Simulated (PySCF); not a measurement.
# C2H2FN (fluoroacetonitrile): the cost of one run

Programs: PySCF 2.14.0, with density-fitted response routines of our own. Each step states its level of theory. These are calculated values for one molecule in the gas phase, unless marked as measured. Atoms are numbered from 0 throughout.

### 1 The starting structure

6 atoms, charge 0, multiplicity 1; geometry from: MMFF94s. The atoms were then displaced at random by about 0.03 Å, so the start is not that level's minimum.

Bonds of the start (Å): N0–C1 1.24, C1–C2 1.51, C2–F3 1.32, C2–H4 1.08, C2–H5 1.05.

### 2 Optimising the geometry at PBE0-D3(BJ)/def2-SVP

Job settings and geometry (Å):

```
{"job": {"xc": "PBE0", "basis": "def2-SVP", "d3": "d3bj", "grid": 1, "shake": 0.03, "kind": "geom"}, "charge": 0, "multiplicity": 1}
N      2.212810     0.024540     0.006280
C      0.974520     0.023500    -0.008240
C     -0.528310    -0.088170    -0.017700
F     -0.927170     1.159460    -0.147500
H     -0.834990    -0.522070     0.919630
H     -0.833740    -0.693280    -0.821750
```

Run with:

```console
$ OMP_NUM_THREADS=1 python probes_run.py task.json out
```

The driver reads the jobs from task.json and runs them one after another.

Q: Estimate the wall time and peak memory of this first job on 1 thread of Arm Neoverse V1, shared host.

About 7.8 s, with a peak of 0.28 GiB.
